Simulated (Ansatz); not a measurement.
# Al₃H (singlet): the correlation ladder, cc-pVDZ

Aim: climb from Hartree-Fock through coupled cluster for Al₃H (singlet) at one geometry and basis, and see what each rung misses.

The runs use Ansatz 0.2.0, Gaussian basis; cc-pVDZ, core rule «outside noble gas», up to 15 orbitals frozen.

Plan: UHF; CCSD(T) on RHF; CCSD(T) on UHF; BCCD(T) on RHF; CISD; CCSDT(Q) on RHF; CCSDT(Q) on UHF; CCSDTQ on RHF.

2 further runs of the same task are left out: 2 set aside as unsound or not needed.

### Step 1. What is computed

The geometry is a PBE0/def2-TZVP stationary point (not a proven minimum).

4 atoms, charge 0, spin multiplicity 1.

Atoms are counted from 1 here; the program's logs count them from 0.

Bond lengths: Al1–Al2 2.725 Å, Al2–Al3 2.725 Å, Al2–H4 1.829 Å. Angles: Al1–Al2–Al3 106.7°, Al1–Al2–H4 53.4°, Al3–Al2–H4 53.4°.

### Step 2. UHF

Input file in.yaml:

```yaml
crystal:
  periodic: [false, false, false]
  atoms:
    - {symbol: Al, position_ang: [0.000000, 0.532764, 2.186919]}
    - {symbol: Al, position_ang: [0.000000, -1.093027, 0.000000]}
    - {symbol: Al, position_ang: [0.000000, 0.532764, -2.186919]}
    - {symbol: H, position_ang: [0.000000, 0.736113, 0.000000]}
basis:
  gaussian: {orbitals: cc-pVDZ}
magnetization: {spin_polarized: true, initial_magnetization: 0}
hamiltonian: {xc: hf}
output: {orbitals: {seedname: orbitals}}
```

Started as:

```
$ ansatz run in.yaml --threads 1 --pin off --events-out ev --progress --plain --max-ram 4096MiB --backend cpu
```

After this run come: CCSD(T) on RHF; CCSD(T) on UHF; BCCD(T) on RHF; CISD; CCSDT(Q) on RHF; CCSDT(Q) on UHF; CCSDTQ on RHF.

**Question.** What will the summary of the whole plan be? Wanted: RCCSDTQ below the RHF energy; RMP2 from RCCSDTQ; RCCSD from RCCSDTQ; RCCSD(T) from RCCSDTQ; RCCSDT(Q) from RCCSDTQ; T1 diagnostic.

The runs gave:

```
                         quantity        value
     RCCSDTQ below the RHF energy   -5.9544 eV
                RMP2 from RCCSDTQ  +1667.6 meV
               RCCSD from RCCSDTQ   +369.5 meV
            RCCSD(T) from RCCSDTQ   +112.4 meV
           RCCSDT(Q) from RCCSDTQ    +18.0 meV
levels within 1 kcal/mol (43 meV)    RCCSDT(Q)
                    T1 diagnostic        0.021
```

**Reading.** RCCSD(T) misses by +112.4 meV, 1.9 % of the correlation energy. Coupled cluster took another determinant than the lowest Hartree-Fock one. These misses are within one basis, not against nature.
